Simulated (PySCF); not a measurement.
Cost of one run: excited-state job, `c1ccc2nccnc2c1` (quinoxaline).

Method: TDDFT B3LYP/def2-SVPD, vertical, gas phase, core orbitals frozen in the response (PySCF 2.14.0, density-fitted response routines). Geometry: GFN2-xTB. Work: 8 singlets by full TDDFT, 3 Tamm–Dancoff triplets, polarisability, density fitting. A driver script takes a list of jobs; this job's settings line and coordinates (Å) are shown.

Input:
```
{"job": {"kind": "uv", "xc": "B3LYP", "basis": "def2-SVPD", "nstates": 8, "ntriplets": 3}, "charge": 0, "multiplicity": 1}
C     -2.213780     0.585176     0.348214
C     -2.199789    -0.617173    -0.380935
C     -1.019310    -1.208608    -0.734804
C      0.201165    -0.607462    -0.367773
N      1.370179    -1.186888    -0.716605
C      2.467599    -0.583751    -0.349683
C      2.453503     0.623605     0.380607
N      1.341728     1.208274     0.733758
C      0.186907     0.609989     0.369885
C     -1.047184     1.192218     0.720955
H     -3.162985     1.027396     0.612967
H     -3.138935    -1.071976    -0.660028
H     -0.986065    -2.131472    -1.292569
H      3.399349    -1.055077    -0.633215
H      3.373392     1.110960     0.676156
H     -1.033372     2.113736     1.281658
```

Hardware: one thread of an x86-64 server, no GPU, shared host.

**Question.** How large is the basis?

**Answer.** 248 functions for 68 electrons, with 920 fitting functions; the fitted three-index integrals, 920 × 248 × 249/2 numbers of 8 bytes, come to 220 MiB.

**Question.** Which is nearest to the wall time?
A. 5.1 min
B. 4.8 s
C. 38 s

**Answer.** C. The run took 38 s. The SCF took 14 cycles.

**Question.** At this speed, how long would 500 such jobs take on 64 cores, one job a core?

**Answer.** 500/64 gives 8 rounds of 38 s, about 5.1 min of wall time and 5.3 core-hours, if the jobs don't slow each other.

The SCF part of the output:
```
coarse grid: 14536 points
cycle   1  E = -417.5618068656  dE =  1.892e+00  |g| = 4.024e-01  |ddm| = 2.047e+01
cycle   2  E = -417.5316149886  dE =  3.019e-02  |g| = 5.410e-01  |ddm| = 5.916e+00
cycle   3  E = -417.6026818010  dE = -7.107e-02  |g| = 1.151e-01  |ddm| = 2.850e+00
cycle   4  E = -417.6059389491  dE = -3.257e-03  |g| = 4.437e-02  |ddm| = 3.782e-01
cycle   5  E = -417.6064360575  dE = -4.971e-04  |g| = 1.317e-02  |ddm| = 1.441e-01
cycle   6  E = -417.6064741666  dE = -3.811e-05  |g| = 4.679e-03  |ddm| = 6.649e-02
cycle   7  E = -417.6064795311  dE = -5.365e-06  |g| = 1.087e-03  |ddm| = 2.495e-02
final grid: 143880 points
cycle   8  E = -417.6813251265  dE = -4.938e-05  |g| = 4.909e-03  |ddm| = 4.479e-01
cycle   9  E = -417.6813203179  dE =  4.809e-06  |g| = 6.580e-03  |ddm| = 5.865e-02
cycle  10  E = -417.6813312653  dE = -1.095e-05  |g| = 1.601e-03  |ddm| = 3.254e-02
cycle  11  E = -417.6813319288  dE = -6.635e-07  |g| = 1.658e-04  |ddm| = 4.311e-03
cycle  12  E = -417.6813319341  dE = -5.234e-09  |g| = 8.110e-05  |ddm| = 7.578e-04
cycle  13  E = -417.6813319356  dE = -1.520e-09  |g| = 2.372e-05  |ddm| = 3.336e-04
cycle  14  E = -417.6813319357  dE = -1.299e-10  |g| = 9.088e-06  |ddm| = 1.093e-04
converged SCF energy = -417.6813319357
```

On the final grid dE counts from the start density on that grid.

Times come from a shared host and carry two figures at best.
